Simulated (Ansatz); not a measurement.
Litharge SnO, treated with PBEsol in Ansatz (PAW).

Run with plane-wave cutoff 520 eV, 20×20×16 k mesh (along the axes of the cell as run), Fermi–Dirac smearing 0.05 eV, scalar-relativistic PAW data made under PBE.

Cell (relaxed at this level):

```
SnO
1.0
    3.80490     0.00000     0.00000
    0.00000     3.80490     0.00000
    0.00000     0.00000     4.74953
Sn O
2 2
Direct
  0.50000   0.00000   0.75747
  0.00000   0.50000   0.24253
  0.50000   0.50000   0.00000
  0.00000   0.00000   0.00000
```

What does this level give for the elastic constant C13, polycrystal shear modulus (Hill average), elastic constant C44, Voigt–Reuss–Hill bulk modulus, elastic constant C11, elastic constant C12, elastic constant C33 and elastic constant C66?


- elastic constant C13: 11.8 GPa
- polycrystal shear modulus (Hill average): 27.1 GPa
- elastic constant C44: 28.9 GPa
- Voigt–Reuss–Hill bulk modulus: 40.3 GPa
- elastic constant C11: 95.3 GPa
- elastic constant C12: 82.7 GPa
- elastic constant C33: 38.2 GPa
- elastic constant C66: 85.4 GPa

Note: the solid has no gap at this level, which affects its response; the cell comes from a level without a dispersion term, which matters for the spacing of layers, chains or molecules.

Elastic constants are with the ions relaxed.

Spin–orbit coupling is not included.

The computed numbers hold no vibrational or temperature effects.

Computing time: around 80 core-minutes (rough).

Ansatz is a first-principles code.
